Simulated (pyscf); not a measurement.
H₃C–Sb(CH₃)–CH₃ + methyl (CH₃•) → H₃C–Sb•–CH₃ + ethane (H₃C–CH₃) (substitution at C; doublet surface; C–Sb broken, C–C formed). Single points on ωB97X-D3(BJ)/def2-SVP structures (PySCF, gas phase). Rate constants from transition-state theory, ωB97M-D3(BJ)/def2-TZVP energies (ideal gas, 1 atm, RRHO with modes under 100 cm⁻¹ raised to 100, one conformer, R ln 2 for chiral ones without a mode under 150 cm⁻¹; no tunnelling), k in cm³ molecule⁻¹ s⁻¹.

| T (K) | 1000/T | log10 k |
|---|---|---|
| 298 | 3.354 | -30.80 |
| 600 | 1.667 | -21.24 |
| 900 | 1.111 | ? |
| 1200 | 0.833 | -16.14 |

**Question.** Fit an Arrhenius line to the three values, give the activation energy, and predict k at 900 K.

**Answer.** Least squares gives log10 k = -11.42 − 5.79 × 1000/T, so Ea = 5.79 × ln 10 × 1.987 = 26.5 kcal/mol, against an electronic barrier of 22.5. At 900 K the line gives -17.85; the computed value is -17.91 (ΔG‡ = 50.5 kcal/mol), close to the line. One saddle was located; it need not be the lowest between these sides. The angle at the attacked C is 176°. Elements past Kr carry the def2 core potentials, without spin-orbit coupling.
